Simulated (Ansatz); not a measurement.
Match the barriers

Saddle point of CH6FSi, doublet (CH₅FSi ([CH3][SiH2][F]) + H → CH₅Si ([CH3][SiH2]) + HF; bonds formed: F1–H4; bonds broken: F1–Si2), PBE0-D4/def2-TZVP structure:

F1  (-1.040, -0.325, 1.571)
Si2  (-0.338, -0.712, -0.238)
C3  (0.786, 0.731, -0.589)
H4  (-1.353, 0.010, 2.581)
H5  (-1.492, -0.790, -1.166)
H6  (0.380, -2.008, -0.178)
H7  (0.226, 1.668, -0.559)
H8  (1.248, 0.641, -1.576)
H9  (1.582, 0.786, 0.156)
(Å)

Computed with Ansatz 0.2.0 (basis: def2-TZVPP, with def2-QZVPP for the basis limit); correlated methods freeze the cores; orbitals are unrestricted. Extrapolation: Hartree–Fock as exp(−7.88 √X), correlation as X^−2.97. Four methods, as single points on the PBE0-D4 structures, gave these electronic barriers from the start structure: 106.8, 165.5, 217.7, 287.4 kJ/mol.

(1) The methods were, in alphabetical order, HF, MP2, PBE0-D4, SPW92. Which gave which? (A judgement: the text doesn't fix the answer.)

The T1 diagnostic stays at or below 0.024. ⟨S²⟩ of the unrestricted Hartree–Fock references: 0.75 to 0.77 (a pure state has 0.75).

## Answers

(1) By the calculation: SPW92 106.8; PBE0-D4 165.5; MP2 217.7; HF 287.4 kJ/mol. For comparison, CCSD(T) at an estimated basis limit (MP2 extrapolated from triple and quadruple zeta, plus CCSD(T) − MP2 in triple zeta) gives 198.1 kJ/mol.

Radical steps of this kind take place in plasma deposition and etching.

Labels in which every atom is bracketed show which atoms are joined, not bond orders.

For scale, one of the runs: CCSD(T)/def2-TZVPP, 188 basis functions (an equivalent command: `ansatz run in.yaml --threads 4`). Hardware: 4 CPU threads, shared host. Wall time 100 s; peak host memory 5 GiB.
